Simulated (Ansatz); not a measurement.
Ideal-gas functions of C2H4FNS, SMILES `N/C=C(/F)S` at 400 K and 1 bar, from an Ansatz frequency run at PBE0-D4/def2-TZVP.

Molar mass 93.13 g/mol, point group C1 (symmetry number 1), electronic degeneracy 1, moments of inertia 100.041, 144.038, 240.118 u Å². Harmonic wavenumbers (cm⁻¹, unscaled): 205, 232, 300, 367, 385, 438, 575, 652, 672, 909, 950, 1074, 1193, 1290, 1331, 1633, 1751, 2640, 3196, 3566, 3683.

Use S(trans) = R[1.5 ln M + 2.5 ln T − 1.1517]; rotational temperatures θ = 24.2544 K / I; S(rot) = R[ln(√π/σ · √(T³/θAθBθC)) + 1.5]; for each mode x = 1.438777 ν̃/T, S = R[x/(eˣ − 1) − ln(1 − e⁻ˣ)] and H = RT x/(eˣ − 1); 1 cm⁻¹ = 0.0119627 kJ/mol; R = 8.31446 J/(mol·K).

By hand: the entropy, in J/(mol·K).

Translation 171.5. Rotation: θ = 0.2424, 0.1684, 0.101 K, giving 114.8. Vibration, mode by mode: 11.03, 10.06, 8.07, 6.58, 6.24, 5.34, 3.61, 2.90, 2.74, 1.40, 1.24, 0.87, 0.61, 0.46, 0.40, 0.16, 0.11, 0.01, 0.00, 0.00, 0.00, in all 61.8. Electronic 0.0. Sum 348.1 J/(mol·K).

By hand: H − E and G − E in kJ/mol, counted from the electronic energy.

Zero-point energy ½ × 27042 × 0.0119627 = 161.7; thermal vibration 15.0; translation, rotation and pV give 4 RT = 13.3. H − E = 190.0 kJ/mol, and G − E = 190.0 − 400 × 348.1/1000 = 50.8 kJ/mol.

Vibration gives 18 % of the entropy. The sum counts one conformer and one mirror image; others add a mixing term.
